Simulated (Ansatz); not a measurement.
# Si₂O+ (quartet): wave-function methods side by side, cc-pVTZ

One table from this session's results is given with a row withheld; the runs are named, their logs left out.

The runs use Ansatz 0.2.0, Gaussian basis; cc-pVTZ, core rule «outside noble gas», up to 11 orbitals frozen.

The runs, in order: UHF; CCSD(T) on ROHF; CCSD(T) on UHF; BCCD(T) on ROHF; CCSDT(Q) on ROHF; CCSDT(Q) on UHF.

10 further runs of the same task are left out: 4 for a known fault of the program, 6 set aside as unsound or not needed.

## The geometry

The geometry is a PBE0/def2-TZVP stationary point (not a proven minimum) of the parent state, kept for this charge and spin.

3 atoms, charge 1, spin multiplicity 4.

Atoms are counted from 1 here; the program's logs count them from 0.

Bond lengths: Si1–O2 1.638 Å, O2–Si3 1.638 Å. Angles: Si1–O2–Si3 180.0°.

The first run:

The input, in.yaml:

```yaml
crystal:
  periodic: [false, false, false]
  atoms:
    - {symbol: Si, position_ang: [0.000000, 0.000000, 1.638100]}
    - {symbol: O, position_ang: [0.000000, 0.000000, 0.000000]}
    - {symbol: Si, position_ang: [0.000000, 0.000000, -1.638100]}
basis:
  gaussian: {orbitals: cc-pVTZ}
total_charge: 1
magnetization: {spin_polarized: true, initial_magnetization: 3}
hamiltonian: {xc: hf}
output: {orbitals: {seedname: orbitals}}
```

Started as:

```
$ ansatz run in.yaml --threads 1 --pin off --events-out ev --progress --plain --max-ram 2560MiB --backend cpu
```

Steps of the session up to this table: UHF; CCSD(T) on ROHF; CCSD(T) on UHF; BCCD(T) on ROHF; CCSDT(Q) on ROHF; CCSDT(Q) on UHF.

One table of the session follows, with a row left open; its other results are not shown here.

| method | from RCCSDT(Q) (kcal/mol) |
| --- | --- |
| RMP2 | +8.62 |
| UMP2 | +17.03 |
| RCCSD | +27.48 |
| UCCSD | +26.96 |
| RCCSD(T) | ? |
| UCCSD(T) | +3.84 |
| BCCD(T) | +4.11 |
| RCCSDT | +4.35 |
| UCCSDT | +4.16 |
| RCCSDT(Q) | 0 |
| UCCSDT(Q) | -0.01 |

Estimate the missing values for RCCSD(T).

**Answer.** from RCCSDT(Q) (kcal/mol): +4.28. In the column «from RCCSDT(Q) (kcal/mol)» it lies between UCCSDT (+4.16) and RCCSDT (+4.35).

Left out of the table: ROHF, UHF (another determinant or state than the rows shown).

Caveats from the session: The report flags that the cluster equations may have other roots. The program flags RCCSD(T), UCCSD(T), BCCD(T), RCCSDT(Q), UCCSDT(Q) as in doubt, so the zero of the table is itself unsure. Warnings: coupled cluster took another determinant than the lowest. Restricted and unrestricted rows rest on different reference determinants; where their highest levels disagree by more than a few hundredths of an eV, they describe different states and don't form one ladder.
